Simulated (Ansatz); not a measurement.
**AlP+ (doublet): the correlation ladder, cc-pVDZ**

An exercise on one series of results from a longer session: the logs are not shown, and one member is left open.

Method: cc-pVDZ, core rule «outside noble gas», up to 10 orbitals frozen; program: Ansatz 0.2.0, Gaussian basis.

To be run: UHF; CCSD(T) on ROHF; CCSD(T) on UHF; BCCD(T) on ROHF; CISD; CCSDT(Q) on ROHF; CCSDT(Q) on UHF; CCSDTQ on ROHF; CCSDTQ on UHF; Full CI.

6 further runs of the same task are left out: 2 for a known fault of the program, 4 set aside as unsound or not needed.

## The geometry

The geometry is a PBE0/def2-TZVP stationary point (not a proven minimum) of the parent state, kept for this charge and spin.

2 atoms, charge 1, spin multiplicity 2.

Atoms are counted from 1 here; the program's logs count them from 0.

Bond lengths: Al1–P2 2.073 Å.

The first run:

File in.yaml:

```yaml
crystal:
  periodic: [false, false, false]
  atoms:
    - {symbol: Al, position_ang: [0.000000, 0.000000, 0.000000]}
    - {symbol: P, position_ang: [0.000000, 0.000000, 2.072600]}
basis:
  gaussian: {orbitals: cc-pVDZ}
total_charge: 1
magnetization: {spin_polarized: true, initial_magnetization: 1}
hamiltonian: {xc: hf}
output: {orbitals: {seedname: orbitals}}
```

Command:

```
> ansatz run in.yaml --threads 1 --pin off --events-out ev --progress --plain --max-ram 4096MiB --backend cpu
```

Among the steps run: UHF; CCSD(T) on ROHF; CCSD(T) on UHF; BCCD(T) on ROHF; CISD; CCSDT(Q) on ROHF; CCSDT(Q) on UHF; CCSDTQ on ROHF; CCSDTQ on UHF; Full CI.

One of the session's tables, all rows but one given; the rest of the session is left out.

```
   method  from FCI (kcal/mol)
     ROHF              +110.96
     RMP2               +23.72
     CISD               +14.82
    RCCSD                +7.86
 RCCSD(T)                +1.64
  BCCD(T)                +1.82
   RCCSDT                +0.60
RCCSDT(Q)                    ?
  RCCSDTQ                +0.02
      FCI                    0
```

**Question.** Estimate the row for RCCSDT(Q).

**Answer.** from FCI (kcal/mol): +0.04. In the column «from FCI (kcal/mol)» it lies between RCCSDTQ (+0.02) and RCCSDT (+0.60).

Limits of these values: Left out of the table: UHF, UMP2, UCCSD, UCCSD(T), UCCSDT, UCCSDT(Q), UCCSDTQ (another determinant or state than the rows shown).
